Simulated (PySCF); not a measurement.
# C5H7Cl: the cost of one run

Programs: PySCF 2.14.0, with density-fitted response routines of our own. Each step states its level of theory. These are calculated values for one molecule in the gas phase, unless marked as measured. Atoms are numbered from 0 throughout.

## 1. The molecule as given

13 atoms, charge 0, multiplicity 1; geometry from: MMFF94s. The atoms were then displaced at random by about 0.03 Å, so the start is not that level's minimum.

Bonds of the start (Å): C0–C1 1.37, C1–C2 1.50, C2–C3 1.22, C2–C4 1.49, C4–Cl5 1.82, C0–H6 1.16, C0–H7 1.03, C1–H8 1.06, C3–H9 1.18, C3–H10 1.09, C4–H11 1.06, C4–H12 1.07.

## 2. Geometry optimisation at PBE0-D3(BJ)/def2-SVP

The job: settings as JSON, then the geometry in Å.

```
{"job": {"xc": "PBE0", "basis": "def2-SVP", "d3": "d3bj", "grid": 1, "shake": 0.03, "kind": "geom"}, "charge": 0, "multiplicity": 1}
C      2.074930    -0.055010     0.456760
C      0.898290    -0.741590     0.280560
C     -0.517360    -0.259360     0.134580
C     -1.346830    -1.143580    -0.009880
C     -0.771600     1.206730     0.133890
Cl    -0.756460     1.891020     1.815250
H      2.023770     1.097870     0.505190
H      3.033750    -0.435480     0.517580
H      1.050300    -1.792610     0.311300
H     -2.490430    -0.847430    -0.073020
H     -1.287660    -2.229070     0.008090
H     -1.742570     1.431630    -0.221070
H     -0.137500     1.824750    -0.472800
```

Launch:

```
$ OMP_NUM_THREADS=1 python probes_run.py task.json out
```

One launch serves the whole session: the jobs run in the order shown.

Q: Estimate the wall time and peak memory of this first job on 1 thread of Arm Neoverse N1, shared host.

About 76 s, with a peak of 0.51 GiB.
